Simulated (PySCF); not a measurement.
## Aluminium: a sound run and one with changed settings

Sound run: Al [Ne] 3s2 3p1, Al⁺ [Ne] 3s2. All numbers are calculated (PySCF 2.14, scalar relativity by spin-free X2C-1e, in cc-pVDZ-DK (4s3p1d, 18 functions)). In the sound run the correlated levels freeze [Ne]. The sound run starts from symmetry-adapted Hartree-Fock orbitals and uses a fine grid where one is needed.

Changed run: initial guess atom, at most 50 SCF cycles, level shift 0.1 hartree.

```csv
species,method,sound run (hartree),changed run (hartree),converged
Al,UHF,-242.30843,-242.30843,yes
Al,M06-2X,-242.78292,-242.78292,yes
Al,PBE0,-242.68554,-242.68554,yes
Al,MP2,-242.33898,-242.33444,yes
Al,CCSD(T),-242.35612,-242.35612,yes
Al⁺,UHF,-242.10361,-242.10361,yes
Al⁺,M06-2X,-242.57207,-242.57207,yes
Al⁺,PBE0,-242.46194,-242.46194,yes
Al⁺,MP2,-242.12858,-242.12482,yes
Al⁺,CCSD(T),-242.14201,-242.14201,yes
```

Ionisation energy of Al:

```csv
method,sound run (eV),changed run (eV)
UHF,5.574,5.574
M06-2X,5.737,5.737
PBE0,6.085,6.085
MP2,5.725,5.704
SCS-MP2,5.706,5.687
CCSD,5.808,5.808
CCSD(T),5.826,5.826
```

A level shift leaves the converged SCF energy unchanged but raises the virtual orbital energies, which shrinks MP2 if it is not removed.

For comparison, NIST gives 5.986 eV between the lowest levels.
